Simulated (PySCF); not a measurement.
AlN⁺: energy against distance

Set-up: basis Al aug-cc-pV(D+d)Z, N aug-cc-pVDZ; no relativity; PySCF 2.14. Energies in eV from Al⁺ + N in their ground configurations at the same level. State: ⁴Σ⁻ (quartet), unpaired electrons σ ↑, π ↑↑.

All columns are PBE0. A positive dipole points towards N; it is taken about the centre of mass and depends on that origin.

| R (Å) | E (eV) | μ (D) | Mulliken charge on Al (basis-dependent) | HOMO (eV) | LUMO (eV) | Mayer bond order | ⟨S²⟩ |
| --- | --- | --- | --- | --- | --- | --- | --- |
| 1.832 | -0.131 | -2.95 | 1.16 | -14.51 | -10.64 | 0.74 | 3.76 |
| 1.917 | -0.266 | -2.86 | 1.10 | -14.50 | -10.58 | 0.69 | 3.77 |
| 2.002 | -0.327 | -2.76 | 1.04 | -14.49 | -10.50 | 0.61 | 3.77 |
| 2.066 | -0.343 | -2.69 | 1.00 | -14.49 | -10.42 | 0.55 | 3.77 |
| 2.130 | -0.345 | -2.64 | 0.97 | -14.50 | -10.32 | 0.48 | 3.77 |
| 2.194 | -0.338 | -2.60 | 0.95 | -14.50 | -10.22 | 0.41 | 3.77 |
| 2.279 | -0.321 | -2.60 | 0.92 | -14.53 | -10.06 | 0.33 | 3.77 |
| 2.386 | -0.296 | -2.66 | 0.90 | -14.57 | -9.85 | 0.25 | 3.77 |
| 2.513 | -0.265 | -2.82 | 0.90 | -14.62 | -9.59 | 0.19 | 3.76 |
| 2.684 | -0.226 | -3.14 | 0.90 | -14.70 | -9.25 | 0.14 | 3.76 |

A fit through these points gives, at Re = 2.107 Å, μ = -2.65 D and dμ/dR = 0.792 D/Å; the reduced mass is 9.219 u.

**Question.** How strong is the fundamental in the double-harmonic approximation, I = 42.26·(dμ/dR)²/μred km/mol?

**Answer.** I = 42.26·(0.792)²/9.219 = 2.88 km/mol at PBE0.

The bond is weak. Basis-set superposition, not corrected here, can be much of De in a small basis, most of all at correlated wavefunction levels. For an ion De counts to the pair picked by the measured ionisation energies or electron affinities, which need not be the lowest pair at this level. The state was picked by a PBE0 search and need not be the measured ground state.
